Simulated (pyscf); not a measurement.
Thermochemistry of product channels of `[BH2][PH2]` + `[SiH4]` on the singlet surface, in eV, from ωB97M-D3(BJ)/def2-TZVP energies (ideal gas, 1 atm, RRHO with modes under 100 cm⁻¹ raised to 100, one conformer, R ln 2 for chiral ones without a mode under 150 cm⁻¹). Single points on ωB97X-D3(BJ)/def2-SVP structures (PySCF, gas phase).

```
products                         ΔE  ΔH(298 K)  ΔG(298 K)  ΔG(900 K)
----------------------------  -----  ---------  ---------  ---------
`[BH2][PH][SiH3]` + `[H][H]`  -0.05      -0.10      -0.06      -0.05
`[SiH3][PH2]` + `[BH3]`       +0.18      +0.18      +0.16      +0.10
```

These are energies of the channels, which say nothing of barriers.
